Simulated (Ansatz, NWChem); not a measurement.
## OF2 (oxygen difluoride): the vertical energy of the triplet above the singlet from total energies

The species is OF2 (3 atoms), meant as a singlet with charge 0. SMILES: `FOF`. The coordinates come from a PBE0-D4/def2-TZVP relaxation.

```xyz
3

F     0.9533   -0.3400    0.4883
O     0.0005    0.5639    0.0620
F    -0.9538   -0.2240   -0.5503
```

Both states at this one shape; open shells run unrestricted unless said. 1 Eh = 27.2114 eV.

| level | program | singlet OF2 (Eh) | triplet OF2 (Eh) |
| --- | --- | --- | --- |
| HF/3-21G | NWChem | -272.007253 | -271.881872 |
| SVWN5/def2-QZVPPD | Ansatz | -273.031880 | -272.912612 |

Problem. Work out the vertical gap, second state less first, at each level.

Solution. 
1. HF/3-21G: -271.881872 − (-272.007253) = 0.125381 Eh = 3.41 eV.
2. SVWN5/def2-QZVPPD: -272.912612 − (-273.031880) = 0.119268 Eh = 3.25 eV.

No measured value is set beside it here; the levels span 3.25 to 3.41 eV. The reference of the second state is spin-contaminated at HF/3-21G (⟨S²⟩ = 2.14).
